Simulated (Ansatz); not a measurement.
Reaction (hydrogenolysis of a C–F bond): `CC(Cl)OCF` + H₂ → `COC(C)Cl` + H–F

Program: Ansatz. Geometries: PBE0-D4/def2-TZVP. ΔE: electronic, gas phase. CCSD(T)/CBS is the MP2 limit (def2-TZVPP, def2-QZVPP) plus CCSD(T) − MP2 in def2-TZVPP, frozen cores. This one scheme is used for every species. One conformer a species, not always the lowest.

```
    species  SCS-MP2/def2-TZVPP energy (Eh)
`CC(Cl)OCF`                      -752.20169
         H₂                        -1.17094
 `COC(C)Cl`                      -653.06998
        H–F                      -100.33020
```

(1) Work out ΔE.

(2) What do rigid-rotor, harmonic-oscillator terms from PBE0-D4/def2-TZVP frequencies (298.15 K, 1 bar) make of the CCSD(T)/CBS value? (Best estimate.)

Largest T1 diagnostic among the species: 0.011.

Results:

(1) ΔE = (-653.06998) + (-100.33020) − (-752.20169) − (-1.17094) = -0.02755 Eh = -72.3 kJ/mol. CCSD(T)/CBS gives -75.3 kJ/mol.

(2) The calculation gave: ΔZPE = +15.7 kJ/mol, ΔH = -60.8 kJ/mol, ΔS = 24 J/(mol·K), ΔG = -68.0 kJ/mol.

From BLYP to BHLYP (50 % exact exchange), in def2-TZVPP and without D4, ΔE moves by −6.2 kJ/mol. Leaving LDA and LC-ωPBE aside and taking each functional with its dispersion term where it has one, the values, not all of them listed here, spread over 12.6 kJ/mol, from PBE-QIDH to BLYP-D4. LDA lies +4.1 kJ/mol from PBE without D4. At CCSD(T), def2-SVP lies +18.2 kJ/mol from the extrapolated value and def2-TZVPP +4.3 kJ/mol.
